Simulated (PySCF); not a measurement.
Below is a simulated gas-phase C 1s photoelectron spectrum of `C1C[C@H]2C[C@@H]1C2`.

Every computed line was given a Gaussian of 0.4 eV full width at half maximum and an area set by the number of equivalent atoms; the highest printed point is 100. Theory: delta-SCF UKS SCAN, pcX-2 on the ionised atom, pcseg-1 elsewhere, spin-free X2C (PySCF 2.14.0).

binding energy (eV), intensity and a bar:
```
    289.7          0 
    289.8          2 
    289.9          7 ##
    290.0         23 #######
    290.1         51 ###############
    290.2         84 #########################
    290.3        100 ##############################
    290.4         87 ##########################
    290.5         55 #################
    290.6         26 ########
    290.7          9 ###
    290.8          2 #
    290.9          0
```

Task: Count the maxima, the lines and the sites behind this envelope.

Result: The curve has 1 maximum (at 290.3 eV). Under it lie 3 lines from 3 inequivalent carbon sites. At this width some lines have no maximum of their own.

Task: Decompose the envelope and assign each component. Numbering: `[CH2:1]1[CH2:2][C@H:3]2[CH2:4][C@@H:5]1[CH2:6]2`.

Result: 
| position (eV) | relative area | line | atoms | environment |
| --- | --- | --- | --- | --- |
| 290.25 | 2 | C 1s | C4/C6 | four-membered-ring carbon |
| 290.30 | 2 | C 1s | C1/C2 | ring CH2 carbon |
| 290.37 | 2 | C 1s | C3/C5 | sp3 carbon at a ring junction |

The 3 C 1s values lie within 0.12 eV of each other; Gaussian lines of 0.5 eV full width would blend them into one maximum.

Shake-up satellites, vibrational structure and lifetime widths aren't simulated. The first atom of each set that the bonding makes equivalent was ionised and stands for the set. Isolated species at its PBE0-D3(BJ)/def2-SVP geometry, gas phase.
